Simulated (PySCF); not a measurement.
methanethiol (CH4S), SMILES CS.

Geometry optimised at ωB97X-D3(BJ)/def2-TZVP.

Level of theory: r2SCAN/def2-TZVPD (PySCF).

Symmetry labels are those of the subgroup Cs that the program uses (full group Cs).

Computed valence orbital energies around the gap with their symmetry:
| orbital | symmetry | energy (eV) |
|---|---|---|
| HOMO−7 | A" | -157.29 |
| HOMO−6 | A' | -20.36 |
| HOMO−5 | A' | -16.67 |
| HOMO−4 | A' | -11.52 |
| HOMO−3 | A" | -10.93 |
| HOMO−2 | A' | -10.00 |
| HOMO−1 | A' | -8.41 |
| HOMO | A" | -5.82 |
| LUMO | A' | -0.24 |
| LUMO+1 | A' | 0.48 |
| LUMO+2 | A' | 1.37 |
| LUMO+3 | A' | 1.53 |
